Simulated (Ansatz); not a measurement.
Which method gave which barrier?

Saddle point of CH$_{7}$OSi, doublet (CH₄O ([CH3][OH]) + SiH₃ → CH₃O ([CH2][OH]) + SiH₄; bonds formed: H1–Si4; bonds broken: H1–C2), PBE0-D4/def2-TZVP structure:

```xyz
10
angstrom
H -0.0318 0.0949 0.2959
C 0.1148 1.4043 -0.4887
O 0.6503 1.0981 -1.7085
Si -0.1287 -1.4115 0.9781
H -0.9068 1.7863 -0.4845
H 0.8220 1.9531 0.1259
H -0.0286 0.7183 -2.2723
H -0.8745 -1.3539 2.2659
H -0.8493 -2.3333 0.0546
H 1.2327 -1.9565 1.2336
```

Ansatz 0.2.0; basis: def2-TZVPP, with def2-QZVPP for the basis limit; cores frozen in the correlated methods; orbitals are unrestricted. Extrapolation: Hartree–Fock as exp(−7.88 √X), correlation as X^−2.97. Four methods, as single points on the PBE0-D4 structures, gave these electronic barriers from the start structure: 14.47, 16.86, 19.82, 26.00 kcal/mol.

Q: The methods were, in alphabetical order, BHLYP-D4, BLYP-D4, HF, PBE0-D4. Which gave which? (A judgement: the text doesn't fix the answer.)

A: By the calculation: BLYP-D4 14.47; PBE0-D4 16.86; BHLYP-D4 19.82; HF 26.00 kcal/mol. For comparison, CCSD(T) at an estimated basis limit (MP2 extrapolated from triple and quadruple zeta, plus CCSD(T) − MP2 in triple zeta) gives 20.58 kcal/mol.

T1 diagnostic: at most 0.017. ⟨S²⟩ of the unrestricted Hartree–Fock references: 0.75 to 0.78 (a pure state has 0.75).

Radical steps of this kind take place in plasma deposition and etching.

Labels in which every atom is bracketed show which atoms are joined, not bond orders.

For scale, one of the runs: CCSD(T)/def2-TZVPP, 202 basis functions, launched by `ansatz run in.yaml --threads 4 --pin off --events-out ev --progress --plain --max-ram 9574MiB`. The run took 2.3 min on 4 CPU threads of an Arm Neoverse V2 (shared host), with 6.5 GiB of host memory at its peak.
